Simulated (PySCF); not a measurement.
chloroform cation (CHCl3), SMILES ClC(Cl)Cl (connectivity only; charge and spin as stated), charge +1, multiplicity 2. Atoms are numbered in the order given.

```xyz
5

Cl    -1.4705     0.8490    -0.0585
C      0.0000     0.0000     0.2620
Cl     0.0000    -1.6980    -0.0585
Cl     1.4705     0.8490    -0.0585
H      0.0000     0.0000     1.4120
```
Charge +1, spin multiplicity 2.

The structure is a stationary point at PBE0-D3(BJ)/def2-SVP. The spin state was assumed, not searched.

Computed with PBE/pcH-1 (PySCF).

Unrestricted Kohn–Sham, ⟨S²⟩ = 0.751. Hyperfine tensors hold the contact and dipolar terms, without spin-orbit corrections.

**Question.** Estimate the hyperfine couplings. (Estimate from the structure and the level; the computed values follow.)

**Answer.** 
```csv
nucleus,A(iso) (MHz),A(iso) (G),dipolar principal values (MHz)
35Cl no. 1,2.0,0.7,"-49.8, -49.7, 99.5"
13C no. 2,-16.5,-5.9,"-10.0, -10.0, 20.0"
35Cl no. 3,2.0,0.7,"-49.8, -49.7, 99.5"
35Cl no. 4,2.0,0.7,"-49.8, -49.7, 99.5"
1H no. 5,438.1,156.3,"-10.5, -10.5, 21.1"
```

**Question.** And the g tensor (effective nuclear charges for spin-orbit coupling, GIAO)? (The exact figures need the calculation; the answer reports its results.)

**Answer.** principal values 2.0130, 2.0966, 2.0966; isotropic 2.0687.
